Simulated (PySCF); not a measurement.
Compound: C4H3OS (charge -1).
Numbering: `[O-:1][c:2]1[cH:3][cH:4][cH:5][s:6]1`

Cartesian coordinates in Å at the GFN2-xTB level; atoms count from 1:
```
atom  x, y, z in Å
O1     2.608    0.327    0.142
C2     1.385    0.230    0.046
C3     0.477   -0.739    0.421
C4    -0.874   -0.470    0.129
C5    -1.093    0.715   -0.487
S6     0.392    1.592   -0.749
H7     0.812   -1.641    0.909
H8    -1.673   -1.157    0.377
H9    -2.020    1.150   -0.813
```

Computed with delta-SCF UKS SCAN, pcX-2 on the ionised atom, pcseg-1 elsewhere, spin-free X2C (PySCF 2.14.0). Binding energies are ΔSCF values: E(core-ionised, relaxed orbitals) − E(ground state) at a fixed geometry, referred to the vacuum level.

Some binding energies are withheld.

```
atom(s)                                                     bonded to  level  binding energy (eV)
     C2  O, S (aromatic in the SMILES) and C (aromatic in the SMILES)   C 1s               286.80
     C3                            2 C (aromatic in the SMILES) and H   C 1s                    ?
     C4                            2 C (aromatic in the SMILES) and H   C 1s               285.24
     C5  S (aromatic in the SMILES), C (aromatic in the SMILES) and H   C 1s                    ?
     O1                                                             C   O 1s               530.82
     S6                                  2 C (aromatic in the SMILES)   S 1s                    ?
```

What is the C 1s binding energy of C5?

284.94 eV (aromatic CH next to a ring sulfur). The nearest listed C 1s value is that of C4; the shift against it is -0.30 eV.

Fill in C 1s for C3.

284.27 eV (aromatic CH carbon). The nearest listed C 1s value is that of C4; the shift against it is -0.97 eV.

What is the S 1s binding energy of S6?

2471.60 eV (thiophene-type sulfur).

The listed C 1s values span 2.53 eV, from C3 (bonded to 2 C (aromatic in the SMILES) and H) to C2 (bonded to O, S (aromatic in the SMILES) and C (aromatic in the SMILES)).

Which photon energy gives electrons from C 1s of C4 a kinetic energy of 100 eV, and what is their de Broglie wavelength?

hν = 285.24 + 100 = 385.24 eV, recoil neglected; λ = 12.264 Å/√(E/eV) = 1.23 Å.

Not every level is listed. The unrestricted hole states depart most from a pure doublet (⟨S²⟩ = 0.75; over 0.85 named) for C 1s of C2 (0.91), which makes this value less certain. The species carries charge -1, so core ionisation leaves a neutral species. The basis sets have no added diffuse functions. Geometry: GFN2-xTB; no solvent, vibrations or thermal averaging.
